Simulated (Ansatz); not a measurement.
Reaction (formal exchange of groups at a C–Cl bond): `F/C=C/Cl` + acetylene → `C#C/C=C/F` + HCl

Calculated with Ansatz (gas phase, PBE0-D4/def2-TZVP geometries, no zero-point term in ΔE). CCSD(T)/CBS adds triple-zeta CCSD(T) − MP2 to the extrapolated MP2 energy (def2 sets, frozen cores). This one scheme is used for every species. Double bonds are as drawn, so ΔE can hold a change between cis and trans. Functionals use def2-TZVPP.

`F/C=C/Cl`:

Cartesian coordinates in Å:
```
F 0.546 0.447 -1.673
C 0.538 0.243 -0.356
C -0.539 -0.226 0.247
Cl -0.569 -0.496 1.938
H 1.473 0.494 0.131
H -1.450 -0.462 -0.287
```

`C#C`:

```xyz
4

C    -0.242    0.497   -0.229
C     0.242   -0.497    0.229
H    -0.674    1.382   -0.636
H     0.674   -1.382    0.636
```

`C#C/C=C/F`:

```xyz
8

C     0.764   -1.262    1.556
C     0.378   -0.725    0.551
C    -0.066   -0.125   -0.649
C    -0.551    1.111   -0.684
F    -0.964    1.658   -1.822
H     1.104   -1.732    2.448
H    -0.008   -0.696   -1.570
H    -0.656    1.770    0.170
```

HCl:

Cartesian coordinates in Å:
```
Cl 0.624 -0.044 0.133
H -0.624 0.044 -0.133
```

CCSD(T)/CBS gives -63.1 kJ/mol.

(1) Another level gave -69.0 kJ/mol. Which?
A. B97M-V/def2-TZVPP
B. MP2/def2-TZVPP
C. CCSD(T)/def2-TZVPP
D. RPA@PBE/def2-TZVPP

Largest T1 diagnostic among the species: 0.013.

## Answers

(1) B. MP2/def2-TZVPP -69.0, CCSD(T)/def2-TZVPP -65.0, RPA@PBE/def2-TZVPP -60.0, B97M-V -73.9 kJ/mol.

At CCSD(T), def2-SVP lies −10.1 kJ/mol from the extrapolated value and def2-TZVPP −1.9 kJ/mol. Leaving LDA and LC-ωPBE aside and taking each functional with its dispersion term where it has one, the values, not all of them listed here, spread over 12.5 kJ/mol, from B97M-V to ωB97X-V. LDA lies −7.2 kJ/mol from PBE without D4.
